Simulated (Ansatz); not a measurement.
We consider solid bromine, described by PBE-D4 in Ansatz (plane waves, PAW).

Numerical settings: plane-wave cutoff 500 eV, 6×6×4 k mesh (along the axes of the cell as run), gaussian smearing 0.02 eV, scalar-relativistic PAW data made under PBE.

Computed at the level's own relaxed cell.

Task: Estimate the equilibrium volume per atom, lattice constant a, lattice parameter b and c axis length that the calculation returns.

Result: 
* **equilibrium volume per atom**: 30.82 Å³/atom
* **lattice constant a**: 6.938 Å
* **lattice parameter b**: 4.145 Å
* **c axis length**: 8.575 Å

The computed numbers hold no vibrational or temperature effects.

Ansatz is a first-principles code.
